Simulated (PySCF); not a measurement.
**Static response to an electric field**

Compound: 1,2-dichloropropane, C₃H₆Cl₂.
Structure used (PBE0-D3(BJ)/def2-SVP), in Å, numbered top down from 1:
```
atom  x, y, z in Å
C1     1.2600   -0.4240    0.1885
C2     0.0498    0.4581   -0.0070
Cl3    0.0320    1.1196   -1.6856
C4    -1.2803   -0.2455    0.1863
Cl5   -1.4710   -0.7919    1.8775
H6     2.1862    0.1463    0.0360
H7     1.2463   -1.2634   -0.5231
H8     1.2568   -0.8296    1.2111
H9     0.0935    1.3348    0.6559
H10   -1.3530   -1.1287   -0.4641
H11   -2.1128    0.4329   -0.0379
```

Level: wB97X-D/def2-SVPD (PySCF), static field, nuclei fixed, core orbitals frozen in the response. The polarisability tensor in these axes (au):

```
x    62.92   1.62  -4.81
y     1.62  60.22 -10.47
z    -4.81 -10.47  75.30
```

Task: Give the principal values, the mean and the anisotropy Δα = √{½[(α1 − α2)² + (α2 − α3)² + (α1 − α3)²]}.

Result: Principal values 54.78, 61.67 and 81.99 au; mean 66.15 au = 9.80 Å³ = 10.91 × 10⁻⁴⁰ C²·m²/J; Δα = 24.50 au (37 % of the mean).

Task: What is the dipole moment, and where does it point?

Result: (0.50, -0.26, 0.14) D, 0.58 D in size, pointing from the negative to the positive side. Measured along this direction, the outermost atoms are H11 at the negative end and H6 and H8 at the positive end.

Task: Give the principal axes and the span of the nuclei along them.

Result: Largest value along (-0.25, -0.43, 0.86), where the nuclei span 4.29 Å; middle along (0.96, -0.21, 0.18), 4.21 Å; least along (0.10, 0.88, 0.47), 2.84 Å. 

Task: Rayleigh depolarisation ratio (linearly polarised light, static tensor)?

Result: ρ = 3Δα²/(45ᾱ² + 4Δα²) = 1800.8/(196889 + 2401.1) = 0.00904.

Task: Find the Langevin capture rate constant for O2+ (31.990 u) meeting this molecule (111.985 u), k = 2.342 × 10⁻⁹ cm³/s × √(α in Å³ / reduced mass in u).

Result: The reduced mass is 24.88 u, so k = 1.47 × 10⁻⁹ cm³/s. The formula leaves out the permanent dipole, which adds to the capture rate.

Isolated species at its PBE0-D3(BJ)/def2-SVP geometry (one conformer only).

These values come from a run that also computed excited states. Cost: about 50 s of CPU time on one thread (with the writing of density and orbital grids); the machine was shared, so the figure is rough.
